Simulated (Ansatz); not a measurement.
Born–Oppenheimer molecular dynamics of BClH$_{3}$ (5 atoms, charge 0, multiplicity 2). It starts at the highest image of a converged band. Of that band: A vibrational analysis at the climbing image gives 2 clearly imaginary modes (695i, 482i cm⁻¹): a point of higher order, so a lower path passes nearby.

These are results of UKS B3LYP-D4/def2-SVP in Ansatz 0.2.0, not measurements.

```
ensemble                      : NVE (velocity Verlet)
time step                     : 0.5 fs
steps asked                   : 200
starting velocities drawn for : 300 K
seed                          : 2122
```

First frame:

```xyz
5
Properties=species:S:1:pos:R:3
B 0.000 0.000 -0.042
Cl 0.000 0.000 2.207
H 1.085 0.000 -0.556
H -1.085 0.000 -0.556
H 0.000 0.000 3.648
```

**Question.** How far do the bonds stretch over the last three quarters of this one trajectory? (Pairs bonded in most of those frames.)

**Answer.** 
| bond | mean (Å) | spread (Å) | shortest | longest |
| --- | --- | --- | --- | --- |
| B1–H3 | 1.204 | 0.029 | 1.15 | 1.25 |
| B1–H4 | 1.208 | 0.021 | 1.17 | 1.26 |
| Cl2–H5 | 1.320 | 0.056 | 1.22 | 1.41 |

Mean temperature of the second half: 1002 K. The conserved energy stayed within 0.28 meV per atom of its start (net change -0.062 meV per atom), so the integration is sound. The kinetic energy rose, since the run started high on the potential surface and went downhill. It ends in pieces (BH2 + ClH), so much of that is their flight and rotation, not heat. A run of 0.1 ps of so small a system gives no equilibrium averages.

Run time: 4 min on 1 thread of Arm Neoverse V2 (shared host), peak memory 0.1 GiB.
